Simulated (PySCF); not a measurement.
## Vibration and rotation of NaSi

UHF-CCSD(T) constants of NaSi, ⁴Σ⁻ (quartet), unpaired electrons σ ↑, π ↑↑ (basis Na def2-SVPD, Si def2-SVPD; no relativity; PySCF 2.14; masses 22.9898 and 27.9769 u):

```
ωe              : 255.9 cm⁻¹
ωexe            : 1.16 cm⁻¹
Be              : 0.17762 cm⁻¹
αe              : 0.00128 cm⁻¹
D (centrifugal) : 3.42e-07 cm⁻¹
De to Na + Si   : 1.35 eV
```

Give the vibrational terms G(v) and spacings up to v = 6.

G(v) = ωe(v+½) − ωexe(v+½)².

| v | G(v) (cm⁻¹) | G(v) − G(v−1) | Bv (cm⁻¹) |
| --- | --- | --- | --- |
| 0 | 127.7 |  | 0.1770 |
| 1 | 381.2 | 253.6 | 0.1757 |
| 2 | 632.5 | 251.3 | 0.1744 |
| 3 | 881.4 | 248.9 | 0.1731 |
| 4 | 1128.1 | 246.6 | 0.1719 |
| 5 | 1372.4 | 244.3 | 0.1706 |
| 6 | 1614.3 | 242.0 | 0.1693 |

How well does the Morse estimate ωe²/(4ωexe) reproduce De, and what is D0?

It gives 1.75 eV, 130 % of the computed De. D0 = De − G(0) = 1.35 − 0.02 = 1.33 eV.

Correlated steps freeze 6 core orbitals. Correlated levels converge slowly with the basis: in double zeta they bind strong bonds too weakly, by up to about 1 eV, and carry superposition errors of some tenths. The state is the lowest determinant that a PBE0 search found; another state may lie lower at other levels.
